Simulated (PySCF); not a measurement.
## Gas-phase thermal properties of CF

Computed with PySCF (xtb for GFN2) and rigid-rotor harmonic-oscillator thermochemistry at 1 bar. Table values come from the NASA 1993 polynomials. 6-31G* has spherical d functions here. Open shells (unrestricted): CF (multiplicity 2, electronic degeneracy 4). GFN2 has no spin-polarisation term. Spin-orbit splitting is ignored; it lowers the true energy and changes the entropy of CF. B3LYP is the form with VWN-RPA correlation. The harmonic model lacks anharmonicity and excited electronic states, which grow with temperature; levels with a mode under 35 cm⁻¹ are left out. The table's entry may be an old estimate for CF (not checked at source).

```tsv
level	point group	σ	ZPE (kJ/mol)	S°298 (J/mol/K)	Cp298 (J/mol/K)	S°1000 (J/mol/K)	H1000 − H298 (kJ/mol)
table	-	-	-	213.0	30.0	252.7	23.4
B3LYP/6-31G*	C∞v	1	7.9	213.3	29.7	252.5	23.2
GFN2-xTB	C∞v	1	8.3	213.1	29.6	252.0	23.0
HF/6-31G*	C∞v	1	8.4	213.0	29.5	251.9	23.0
PBE/def2-SVP	C∞v	1	7.8	213.2	29.7	252.5	23.2
PBE0/def2-TZVP	C∞v	1	8.0	213.0	29.6	252.2	23.1
```
σ: rotational symmetry number. Electronic degeneracy used: 4. Frequencies are unscaled.
